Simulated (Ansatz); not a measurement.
A made-up structure of CH$_{2}$AlS (charge +1), closed shell:

C1  (0.179, -0.997, 0.279)
Al2  (0.190, 1.062, -0.222)
S3  (-1.596, -0.693, -0.147)
H4  (0.603, -2.084, 0.629)
H5  (0.624, 2.711, -0.540)
(Å)

It is relaxed with PBE-D4/def2-SVP and then PBE0-D4/def2-TZVP (Ansatz 0.2.0). Atoms count as bonded within 1.22 times the sum of their covalent radii (H–H: 0.88 Å). The end point is not checked to be a true minimum.

Question: Does its bonding change? (Judge from chemistry; the calculation decides.)

Answer: By the calculation: No: no bond forms or breaks.

Where it ends: The first stage lowers the energy by 1.06 eV in 7 steps. It ends as CH₂AlS ([CH]1[AlH][S]1), total charge +1:
| atom | x (Å) | y (Å) | z (Å) |
| --- | --- | --- | --- |
| C1 | 0.1601 | -0.8897 | 0.2496 |
| Al2 | 0.1691 | 0.9484 | -0.1986 |
| S3 | -1.4253 | -0.6190 | -0.1311 |
| H4 | 0.5387 | -1.8603 | 0.5622 |
| H5 | 0.5575 | 2.4206 | -0.4822 |

Labels in which every atom is bracketed show which atoms are joined, not bond orders.

For scale, one of the runs: PBE0-D4/def2-TZVP relaxation, 117 basis functions, launched by `ansatz run in.yaml --threads 2 --pin off --events-out ev --progress --plain --max-ram 4352MiB`. The run took about 11 s on 2 CPU threads of an AMD EPYC 7R32 (shared host).
